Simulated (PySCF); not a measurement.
Gas-phase reaction: 2 SiH2ClNH2 + Si ⇌ 2 HSiNH2 + SiH2Cl + Cl

Computed with PySCF and rigid-rotor harmonic-oscillator thermochemistry at 1 bar. † marks an energy on the PBE0/def2-TZVP geometry and frequencies; other levels use their own. MP2 freezes the core. 6-31G* has spherical d functions here. Open shells (unrestricted): Si (multiplicity 3), SiH2Cl (multiplicity 2), Cl (multiplicity 2); the rest are closed-shell singlets. Spin-orbit splitting is ignored; it lowers the true energy and changes the entropy of Si, Cl. SiH2ClNH2, HSiNH2, SiH2Cl: computed as isolated molecules; such fragments, hydroxides, amides, oligomers or adducts are transient or little studied in the gas. MP2 isn't extrapolated to the basis-set limit.

```tsv
level	ΔH°(298 K), kJ
HF/6-31G*	?
MP2/def2-SVP†	?
PBE/def2-SVP	354
LDA/def2-TZVP†	413
ωB97M-V/def2-TZVP†	?
ωB97X-V/def2-TZVP†	401
```

### Question
Fill in the missing entries.

### Answer

- HF/6-31G*, ΔH°(298 K), kJ: 373
- MP2/def2-SVP†, ΔH°(298 K), kJ: 395
- ωB97M-V/def2-TZVP†, ΔH°(298 K), kJ: 389
